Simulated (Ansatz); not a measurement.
We consider CsCl-type TlBr, described by PBE-D4 (Ansatz, an electronic-structure program, PAW).

The input as run:

Ansatz 0.2 input:
```yaml
crystal:
  lattice:
    - [3.9999315141, 0.0, 0.0]
    - [0.0, 3.9999315141, 0.0]
    - [0.0, 0.0, 3.9999315141]
  atoms:
    - { symbol: Tl, position: [0.0, 0.0, 0.0] }
    - { symbol: Br, position: [0.5, 0.5, 0.5] }
basis:
  ecutwfc: 520
  ecutrho_ratio: 4
  xc_grid: 2
kpoints:
  mp_grid: { grid: [8, 8, 8] }
hamiltonian:
  xc: pbe
  dispersion: d4
  pseudopotentials: { kind: paw }
scf:
  occupations: { method: fermi_dirac, width: 0.01 }
  convergence: { dr2_threshold: 0.0000000002 }
output:
  forces: true
  stress: true
  eigenvalues: true
```

Excerpt of the program's output:

```
Crystal: 2 atoms, lattice volume = 63.997 Å³
Basis set: ecut = 520 eV, 1743 PW (Γ), exchange–correlation on 60×60×60 points (8 copies of the dense FFT grid, shifted against one another)
Bands: 14, of which v1, the nominal top of the filled ones, is band 10 counted from 1 (9 counted from 0)
Symmetry: 48 space group operations
Space group: Pm-3m (ITA 221), of the structure as read, at distance tolerance 4.0e-5 Å
k-points: 35 of 512
Functional: x = pbe(κ = 0.804, μ = 0.2195149727645171), c = pbe(β = 0.06672455060314922)
SCF iter   1: F=—  HF=-14229.682998 eV  |F-HF|=—  |Δ(HF+E_count)|=         —  Δρ=3.70e-4  dr2=5.96e-5
SCF iter   2: F=—  HF=-14229.682566 eV  |F-HF|=—  |Δ(HF+E_count)|=   4.32e-4  Δρ=2.87e-4  dr2=9.27e-5
  ...
SCF iter   7: F=—  HF=-14229.682579 eV  |F-HF|=—  |Δ(HF+E_count)|=  6.06e-10  Δρ=6.58e-7  dr2=3.85e-10
SCF iter   8: F=-14229.682579 eV  HF=-14229.682579 eV  |F-HF|=2.00e-11  |Δ(HF+E_count)|=  5.09e-11  Δρ=2.14e-7  dr2=4.55e-11
WARN: dispersion: an atom stands within reach of a switch of its C6 between two reference coordination numbers of its element …
SCF 1 converged in 8 iterations: F = -14229.682579 eV  dr2 = 4.55e-11
SCF converged after 8 iterations
Free energy (F): -14229.682579 eV
Internal energy: -14229.682579 eV  (E = F + TS)
E sigma→0 (E₀):  -14229.682579 eV
Fermi energy:    5.900603 eV
--- Stress (GPa, compression-positive) ---
        0.131986      -0.000000       0.000000
       -0.000000       0.131986       0.000000
        0.000000       0.000000       0.131986
  P = ⅓ Tr σ = 0.1320 GPa (1.320 kbar)
```

The cell is one volume of an energy–volume scan, off the minimum.

Note: a distance lies near a switch of the dispersion term, which can move the cell.

It cost very roughly 3 core-seconds of CPU time.
